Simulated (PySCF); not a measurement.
C₂H₇N. Atoms are numbered in the order given.

```xyz
10

C      0.0201    -0.2223     1.2121
N     -0.1470     0.5620     0.0000
C      0.0201    -0.2223    -1.2121
H      0.9791    -0.7643     1.2649
H     -0.7797    -0.9641     1.2772
H     -0.0569     0.4263     2.0857
H      0.5033     1.3376     0.0000
H      0.9791    -0.7643    -1.2649
H     -0.0569     0.4263    -2.0857
H     -0.7797    -0.9641    -1.2772
```

Geometry: B3LYP-D3(BJ)/def2-TZVP.

Computed with TDDFT-B3LYP/def2-SVPD in PySCF.

Vertical excitations. The molecule is in vacuum. State labels are in the subgroup Cs.

Computed excitation energies, oscillator strengths and character:
```json
[
 {"state": "S1", "symmetry": "A'", "energy (eV)": "5.61", "λ (nm)": "221", "f": "0.004", "main pairs": "HOMO→LUMO 98 %"},
 {"state": "S2", "symmetry": "A\"", "energy (eV)": "6.57", "λ (nm)": "189", "f": "0.005", "main pairs": "HOMO→LUMO+1 100 %"},
 {"state": "S3", "symmetry": "A'", "energy (eV)": "6.67", "λ (nm)": "186", "f": "0.037", "main pairs": "HOMO→LUMO+2 97 %"},
 {"state": "S4", "symmetry": "A'", "energy (eV)": "7.62", "λ (nm)": "163", "f": "0.011", "main pairs": "HOMO→LUMO+4 52 %, HOMO→LUMO+3 47 %"},
 {"state": "S5", "symmetry": "A'", "energy (eV)": "7.69", "λ (nm)": "161", "f": "0.093", "main pairs": "HOMO→LUMO+3 51 %, HOMO→LUMO+4 47 %"},
 {"state": "S6", "symmetry": "A'", "energy (eV)": "8.40", "λ (nm)": "148", "f": "0.006", "main pairs": "HOMO→LUMO+6 98 %"},
 {"state": "S7", "symmetry": "A\"", "energy (eV)": "8.41", "λ (nm)": "147", "f": "0.021", "main pairs": "HOMO→LUMO+5 99 %"},
 {"state": "S8", "symmetry": "A'", "energy (eV)": "8.85", "λ (nm)": "140", "f": "0.007", "main pairs": "HOMO→LUMO+8 98 %"},
 {"state": "S9", "symmetry": "A\"", "energy (eV)": "8.92", "λ (nm)": "139", "f": "0.074", "main pairs": "HOMO→LUMO+7 99 %"},
 {"state": "S10", "symmetry": "A\"", "energy (eV)": "9.44", "λ (nm)": "131", "f": "0.002", "main pairs": "HOMO→LUMO+9 97 %"},
 {"state": "T1", "symmetry": "A'", "energy (eV)": "5.43", "λ (nm)": "229", "f": "0", "main pairs": "HOMO→LUMO 94 %"},
 {"state": "T2", "symmetry": "A'", "energy (eV)": "6.43", "λ (nm)": "193", "f": "0", "main pairs": "HOMO→LUMO+2 93 %"},
 {"state": "T3", "symmetry": "A\"", "energy (eV)": "6.49", "λ (nm)": "191", "f": "0", "main pairs": "HOMO→LUMO+1 99 %"},
 {"state": "T4", "symmetry": "A'", "energy (eV)": "7.45", "λ (nm)": "167", "f": "0", "main pairs": "HOMO→LUMO+3 97 %"}
]
```
Triplets are in the Tamm–Dancoff approximation, which puts them higher than full response would, so one can lie above its singlet here.
